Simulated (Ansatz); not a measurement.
A made-up structure of CHFSi, singlet:

```
4
angstrom
C 0.2348 0.8587 0.1627
Si -0.3136 -0.6455 -0.2816
F 0.0233 -2.0858 0.2952
H 0.2568 -2.9614 0.3780
```

It is relaxed with PBE-D4/def2-SVP and then PBE0-D4/def2-TZVP (Ansatz 0.2.0). Atoms count as bonded within 1.22 times the sum of their covalent radii (H–H: 0.88 Å). The end point is not checked to be a true minimum.

(1) Does its bonding change? (Judge from chemistry; the calculation decides.)

Results:

(1) The calculation gives: Yes. Formed: none; broken: Si2–F3.

Where it ends: The first stage lowers the energy by 1.99 eV in 22 steps. It ends as a complex of CSi + HF:
```
4
angstrom
C 0.1935 0.4570 -0.6334
Si -0.2729 -0.2720 0.8480
F -0.0140 -2.5178 0.6088
H 0.2948 -2.5012 -0.2691
```

For scale, one of the runs: PBE0-D4/def2-TZVP relaxation, 105 basis functions, launched by `ansatz run in.yaml --threads 2 --pin off --events-out ev --progress --plain --max-ram 4352MiB`. Hardware: 2 CPU threads of an Arm Neoverse V1, shared host. Wall time about 15 s.
